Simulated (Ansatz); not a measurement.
Basis-set extrapolation for HNO2 (`O=NO`) (PBE0-D4/def2-TZVP geometry, frozen core, Ansatz 0.2.0). Multiplicity 1, RHF reference.

|  | def2-TZVPP | def2-QZVPP |
| --- | --- | --- |
| HF | -204.734348 | -204.743588 |
| MP2 correlation | -0.675558 | -0.727333 |
| CCSD(T) correlation | -0.706652 | -0.755131 |

Energies in hartree. Use E(X) = E(∞) + A·exp(−7.88·√X) for Hartree–Fock and E(X) = E(∞) + B·X^(−2.97) for correlation, with X = 3 and 4.

**Question.** What is the CCSD(T) energy at the basis-set limit?

**Answer.** HF limit: -204.743588 + (-0.009240) × 0.13774 = -204.74486. Correlation limit: -0.755131 + (-0.048479) × 0.74074 = -0.79104. Total: -205.53590 hartree, 249.2 kJ/mol below CCSD(T)/def2-TZVPP.
